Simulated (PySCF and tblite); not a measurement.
The numbers below are computed, except where a source is named.
System: C₆H₁₁ (charge +1), numbered as in [CH3:1][C+:2]1[CH2:3][CH2:4][CH2:5][CH2:6]1.

For the shift of H on C1 from C1 to C2: electronic barrier 34.42 kcal/mol, zero-point change -0.15 kcal/mol, thermal and entropy terms at 350 K a further 0.68 kcal/mol (symmetry numbers apart). The minimum is C1, the saddle C1. The path came from a restrained scan, a climbing-image band and a saddle search at GFN2-xTB; energies are PBE0/pcSseg-1 + D3(BJ), IEF-PCM dichloromethane//PBE0-D3(BJ)/def2-SVP, thermal terms GFN2-xTB. Rates follow Eyring's equation with the number of equivalent paths and no tunnelling. (PySCF 2.14 with density fitting, tblite 0.8.)

Question: How many equivalent paths lead out of the minimum?

Answer: 1: the symmetry number of the minimum is 1, that of the saddle displaced along its mode 1.

Question: Work out the rate at 350 K.

Answer: ΔG‡ = 34.95 kcal/mol; k_B T/h = 7.3×10¹² s⁻¹; exp(−ΔG‡/RT) = 1.5×10⁻²²; times 1 gives k = 1.1×10⁻⁹ s⁻¹. Wigner's tunnelling factor for the 204i cm⁻¹ mode would be 1.03.

The ion is treated without a counter-ion.
